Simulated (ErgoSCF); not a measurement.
# doublet SiH4S+: a chain of runs

Aim: a series of 11 runs (UHF/STO-3G, HF/3-21G, UHF/3-21G, HF/6-31G, UHF/6-31G, HF/6-31G*, UHF/6-31G*, HF/6-31G**, and more) of H4SSi. 

The calculation is run with ErgoSCF 3.8.

2 further runs of the same task are left out: 2 set aside as unsound or not needed.

## (1) The molecule

SiH4S+: 6 atoms, total charge +1, spin state doublet. SMILES of the parent species: `[H][Si]([H])([H])S`. The shape is that of a GFN2-xTB optimisation. That shape belongs to the parent species and isn't relaxed for this state.

Bond lengths: Si1–S2 2.147 Å, S2–H3 1.325 Å, Si1–H4 1.452 Å, Si1–H5 1.457 Å, Si1–H6 1.458 Å. Angles: Si1–S2–H3 97.0°, S2–Si1–H4 103.2°, S2–Si1–H5 107.7°, S2–Si1–H6 107.7°, H4–Si1–H5 113.2°, H4–Si1–H6 113.1°, H5–Si1–H6 111.3°.

## (2) The energy at UHF/STO-3G (run 1)

molecule.xyz reads:

```xyz
6
H4SSi
Si     0.201210    -0.014540    -0.544580
S      0.253720     0.019820     1.601470
H     -1.056810     0.059910     1.795240
H      1.606010    -0.020690    -0.909950
H     -0.503230     1.180600    -0.990160
H     -0.500900    -1.225100    -0.952020
```

ergo.in reads:

```
set_nthreads(1)
molecule "molecule.xyz"
scf.output_mulliken_pop = 1
tmpdir = "."
charge = 1
scf.use_diagonalization = 1
scf.max_number_of_iterations = 70
basis = "STO-3G"
spin_polarization = 1
run "HF"
```

The basis set STO-3G is read from a file made from the Basis Set Exchange's data (not shown).

Command:

```sh
$ ergo ergo.in
```

Log:

```text
[...]
INSC SCF_general constructor, number of basis functions: 22
[...]
INSC Energy   1 =       -602.28114808212
[...]
INDE E_LUMO =         -0.16261673420
[...]
INSC Energy  15 =       -680.90482651520  ( diff     -0.000000000003865 )
[...]
RESC CONVERGED after  15 iterations.
RESC FINAL ENERGY:       -680.90482651520
RESC FINAL <S2> =          0.75644657404
[...]
INSC SCF: dipole_moment_x [atomic units] =      -0.17948298
INSC SCF: dipole_moment_y [atomic units] =       0.02591028
INSC SCF: dipole_moment_z [atomic units] =       1.32306679
[...]
```

Run time: 2.5 s. Hardware: 1 thread of Intel Xeon at 2.70GHz, shared host; peak memory 0.27 GiB.

## (3) Singlet neutral SiH4S: the energy at HF/3-21G (run 2)

molecule.xyz is that of step 2.

run.inp reads:

```
set_nthreads(1)
molecule "molecule.xyz"
scf.output_mulliken_pop = 1
scf.max_number_of_iterations = 70
basis = "3-21G"
tmpdir = "."
spin_polarization = 0
scf.use_diagonalization = 1
run "HF"
```

The basis set 3-21G is read from a file made from the Basis Set Exchange's data (not shown).

Command:

```sh
$ ergo run.inp
```

Log:

```text
[...]
INSC SCF_general constructor, number of basis functions: 34
[...]
INSC Energy   1 =       -464.95080015375
[...]
INDE E_LUMO =          0.11741590178
[...]
INSC Energy  13 =       -685.27151630861  ( diff     -0.000000000000227 )
[...]
RESC CONVERGED after  13 iterations.
RESC FINAL ENERGY:       -685.27151630861
[...]
INSC SCF: dipole_moment_x [atomic units] =      -0.50783285
INSC SCF: dipole_moment_y [atomic units] =       0.00127547
INSC SCF: dipole_moment_z [atomic units] =      -0.89223860
[...]
```

Wall time 2.3 s (1 thread of Intel Xeon at 2.70GHz, shared host); peak memory 0.27 GiB.

Runs 3 to 7 aren't shown in full; the table further down has their settings and results.

## (4) Singlet neutral SiH4S: a single-point energy at HF/6-31G(d,p) (spherical functions) (run 8)

molecule.xyz is that of step 3.

Changes to run.inp since step 3:

```diff
@@ -4,3 +4,3 @@
 scf.max_number_of_iterations = 70
-basis = "3-21G"
+basis = "6-31G**"
 tmpdir = "."
```

The basis set 6-31G** is read from a file made from the Basis Set Exchange's data (not shown).

Command:

```sh
$ ergo run.inp
```

Log:

```text
[...]
INSC SCF_general constructor, number of basis functions: 56
[...]
INSC Energy   1 =       -310.67201086398
[...]
INDE E_LUMO =          0.11709950192
[...]
INSC Energy  15 =       -688.77540071796  ( diff     -0.000000000000682 )
[...]
RESC CONVERGED after  15 iterations.
RESC FINAL ENERGY:       -688.77540071796
[...]
INSC SCF: dipole_moment_x [atomic units] =      -0.39126978
INSC SCF: dipole_moment_y [atomic units] =       0.00125256
INSC SCF: dipole_moment_z [atomic units] =      -0.67570862
[...]
```

Wall time 20 s (1 thread of Intel Xeon at 2.70GHz, shared host); peak memory 0.27 GiB.

Runs 9 to 10 aren't shown in full; the table further down has their settings and results.

## (5) The energy at UHF/6-311G(d,p) (run 11)

molecule.xyz is that of step 4.

Changes to ergo.in since step 2:

```diff
@@ -7,3 +7,3 @@
 scf.max_number_of_iterations = 70
-basis = "STO-3G"
+basis = "6-311G**"
 spin_polarization = 1
```

The basis set 6-311G** is read from a file made from the Basis Set Exchange's data (not shown).

Command:

```sh
$ ergo ergo.in
```

Log:

```text
[...]
INSC SCF_general constructor, number of basis functions: 76
[...]
INSC Energy   1 =       -349.83144266227
[...]
INDE E_LUMO =         -0.27575462295
[...]
INSC Energy  23 =       -688.50150912214  ( diff     -0.000000000019668 )
[...]
RESC CONVERGED after  23 iterations.
RESC FINAL ENERGY:       -688.50150912214
RESC FINAL <S2> =          0.76099729366
[...]
INSC SCF: dipole_moment_x [atomic units] =      -0.13771428
INSC SCF: dipole_moment_y [atomic units] =       0.02584944
INSC SCF: dipole_moment_z [atomic units] =       1.38784759
[...]
```

Run time: 77 s. Hardware: 1 thread of Intel Xeon at 2.70GHz, shared host; peak memory 0.26 GiB.

## (6) All runs side by side

```
run                              level  partner  energy (Eh)   ⟨S²⟩  wall time
  1                         UHF/STO-3G   cation  -680.904827  0.756      2.5 s
  2                           HF/3-21G     base  -685.271516      –      2.3 s
  3                          UHF/3-21G   cation  -684.939067  0.756      4.8 s
  4                           HF/6-31G     base  -688.676543      –        6 s
  5                          UHF/6-31G   cation  -688.349522  0.757       13 s
  6    HF/6-31G* (spherical functions)     base  -688.766641      –       12 s
  7   UHF/6-31G* (spherical functions)   cation  -688.445024  0.761       26 s
  8   HF/6-31G** (spherical functions)     base  -688.775401      –       20 s
  9  UHF/6-31G** (spherical functions)   cation  -688.454156  0.761       39 s
 10                        HF/6-311G**     base  -688.822407      –       32 s
 11                       UHF/6-311G**   cation  -688.501509  0.761       77 s
```

## (7) Results

```
                                                       quantity          value
                             run 11, UHF/6-311G**: total energy  -688.50151 Eh
                                     run 11, UHF/6-311G**: ⟨S²⟩          0.761
   vertical ionisation energy (to the doublet cation), HF/3-21G       9.046 eV
   vertical ionisation energy (to the doublet cation), HF/6-31G       8.899 eV
  vertical ionisation energy (to the doublet cation), HF/6-31G*       8.752 eV
 vertical ionisation energy (to the doublet cation), HF/6-31G**       8.742 eV
vertical ionisation energy (to the doublet cation), HF/6-311G**       8.732 eV
```

What this shows: At HF/3-21G: removing an electron at fixed nuclei costs 9.05 eV (209 kcal/mol). At HF/6-31G: the vertical ionisation energy comes to 8.90 eV (205 kcal/mol). At HF/6-31G*: the vertical ionisation energy comes to 8.75 eV (202 kcal/mol). At HF/6-31G**: removing an electron at fixed nuclei costs 8.74 eV (843 kJ/mol). At HF/6-311G**: the vertical ionisation energy comes to 8.73 eV (843 kJ/mol). In run 1 the basis is minimal, so the values are rough. All runs together took 3.9 min, the longest 77 s.
